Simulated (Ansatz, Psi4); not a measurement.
# A ladder of methods for SiH3 (silyl radical)

The species is SiH3 (4 atoms), meant as a doublet with charge 0. As SMILES, `[SiH3]`. The shape is that of a PBE0-D4/def2-TZVP optimisation.

```xyz
4

Si    0.2938   -0.0269   -0.1640
H     0.5592    0.6653    1.1239
H    -0.2240   -1.4017    0.0601
H    -0.6289    0.7632   -1.0200
```

Each level gives the energy change with the Si1–H3 bond stretched from 1.486 to 1.932 Å (eV). The values are calculated.

```
             level                    kind  program  value (eV)  CPU time (all runs)
       UHF/cc-pVTZ            Hartree–Fock   Ansatz        1.10                1.9 s
      UPBE/cc-pVTZ                     GGA     Psi4        0.87                 66 s
     UTPSS/cc-pVTZ                meta-GGA     Psi4        0.95              2.2 min
    UTPSSh/cc-pVTZ         hybrid meta-GGA     Psi4        0.98              2.2 min
 U-wB97X-V/cc-pVTZ  range-separated hybrid     Psi4        1.00                3 min
UCAM-B3LYP/cc-pVTZ  range-separated hybrid     Psi4        1.01              1.8 min
   UB2PLYP/cc-pVTZ           double hybrid   Ansatz        1.01                9.7 s
 UPBE-QIDH/cc-pVTZ           double hybrid   Ansatz        1.06                7.6 s
  RPA@PBE0/cc-pVTZ                     RPA   Ansatz        1.00                9.2 s
  UBCCD(T)/cc-pVTZ   coupled cluster or CI   Ansatz        0.98                 17 s
```

The first shape isn't each level's own minimum. The values span 0.87 to 1.10 eV. CPU times are rough (shared hosts, several kinds of processor): they show what a rung costs within a factor of a few.
